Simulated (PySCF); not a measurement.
C₃H₇, SMILES C[CH]C (connectivity only; charge and spin as stated), charge +1, multiplicity 1.

Geometry: PBE0-D3(BJ)/def2-TZVP. The spin state was assumed, not searched. The isomer is the one that the SMILES or the coordinates give; other isomers of the formula were not compared.

These are ωB97X/def2-TZVPD (PySCF) values and carry that method's errors.

Gas-phase values at a fixed geometry.

**Question.** Estimate the frontier levels, gap, dipole moment and polarisability. (The exact figures need the calculation; the answer reports its results.)

**Answer.** 
```yaml
highest_occupied_level: -19.26 eV
lowest_empty_level: -6.80 eV
orbital_gap: 12.46 eV
dipole_moment_about_the_centre_of_nuclear_charge: 0.82 D
mean_static_polarisability: 34.1 bohr³ (5.05 Å³)
polarisability_principal_values: 27.3, 30.8, 44.1 bohr³
```
